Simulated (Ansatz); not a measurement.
Geometry optimisation, Ansatz 0.2.0, RKS BHLYP-D4/def2-SVP.

Input file:

```yaml
crystal:
  periodic: [false, false, false]
  atoms:
    - { symbol: B, position_ang: [0.114156, 0.504814, -0.398956] }
    - { symbol: H, position_ang: [0.157656, -0.133086, 1.910513] }
    - { symbol: Cl, position_ang: [1.594206, -0.279719, -0.892106] }
    - { symbol: H, position_ang: [-0.940239, -0.039744, -0.545496] }
    - { symbol: F, position_ang: [0.166681, 1.72481, 0.083723] }
    - { symbol: H, position_ang: [0.02834, 0.566226, 1.867721] }
basis:
  gaussian: { orbitals: def2-SVP }
hamiltonian:
  xc: { name: BHLYP }
  dispersion: d4
relax:
  f_tol: 0.03
  max_steps: 50
```

Launched with:

```bash
$ ansatz run input.yaml --threads 1 --pin off --max-ram 2048MiB --backend cpu --events-out ev --progress --plain --runs-dir out
```

Question: Where does it end, and by what steps?

Answer: The forces met the threshold. After 9 steps the energy has fallen by 0.154 eV; H6 moved furthest, 0.46 Å.

| step | energy less start (eV) | largest force component (eV/Å) | accepted |
| --- | --- | --- | --- |
| 0 | 0.0000 | 1.661 | yes |
| 1 | -0.1213 | 0.453 | yes |
| 2 | 0.0607 | 2.245 | no |
| 3 | -0.1148 | 0.781 | no |
| 4 | -0.1329 | 0.514 | yes |
| 5 | -0.1449 | 0.550 | yes |
| 6 | -0.1534 | 0.105 | yes |
| 7 | -0.1541 | 0.036 | yes |
| 8 | -0.1542 | 0.032 | yes |
| 9 | -0.1543 | 0.011 | yes |

```xyz
6
Properties=species:S:1:pos:R:3
B 0.109 0.565 -0.625
H 0.219 -0.244 2.298
Cl 1.595 -0.271 -0.990
H -0.944 0.021 -0.743
F 0.167 1.804 -0.226
H -0.025 0.468 2.311
```

Whether the end is a true minimum wasn't checked by a vibrational analysis.

Time of the run: 19 s on 1 thread of Arm Neoverse V1 (shared host), peak memory 0.12 GiB.
